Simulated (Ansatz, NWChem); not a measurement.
## C2H4O2 (SMILES O=CCO): from total energies to a heat of formation

C2H4O2: 8 atoms, total charge 0, spin state singlet. As SMILES, `O=CCO`. The coordinates come from a PBE0-D4/def2-TZVP relaxation. This is one conformer, not always the lowest.

Total energies at PBE0/def2-SVPD (NWChem 7.3.0); the atoms run unrestricted:

| species | state | energy (Eh) |
| --- | --- | --- |
| C2H4O2 | singlet | -228.640322 |
| O | triplet | -74.931939 |
| C | triplet | -37.761463 |
| H | doublet | -0.500291 |

Harmonic wavenumbers at PBE0-D4/def2-TZVP, in cm⁻¹: 225, 289, 424, 716, 774, 887, 1107, 1160, 1250, 1306, 1388, 1439, 1468, 1827, 2951, 2992, 3008, 3727.

Measured heats of formation of the gaseous atoms at 298.15 K, in kJ/mol: O 249.2, C 716.9, H 218.0. Spin-orbit lowering of the atoms at 298 K (mean of the ground term's levels less their thermal mean, from spectra), in kJ/mol: O 0.40, C 0.02. Take 1 Eh = 2625.50 kJ/mol, 1 cm⁻¹ = 0.0119627 kJ/mol, RT = 2.479 kJ/mol.

Q: Work out the heat of formation of the gas at 298 K.

A: 
1. Electronic atomisation energy: 2 × (-74.931939) + 2 × (-37.761463) + 4 × (-0.500291) − (-228.640322) = 1.252354 Eh = 3288.1 kJ/mol.
2. Zero-point energy: half the sum of the wavenumbers, 13469 cm⁻¹ = 161.1 kJ/mol.
3. Thermal vibrational enthalpy, Σ hcν̃/(exp(hcν̃/kT) − 1): 4.2 kJ/mol. Translation, rotation and pV of a non-linear molecule: 4 RT = 9.9 kJ/mol.
4. The 8 free atoms carry 5/2 RT each: 49.6 kJ/mol.
5. Spin-orbit coupling lowers the free atoms by 2 × 0.40 + 2 × 0.02 = 0.8 kJ/mol.
6. Atomisation enthalpy at 298 K: 3288.1 − 0.8 − 161.1 − 4.2 − 9.9 + 49.6 = 3161.7 kJ/mol.
7. Sum of the atoms' heats of formation: 2804.2 kJ/mol. Heat of formation: 2804.2 − 3161.7 = -357.5 kJ/mol.

No measured value is set beside it here. Anharmonicity and any spin-orbit splitting of the molecule are left out.
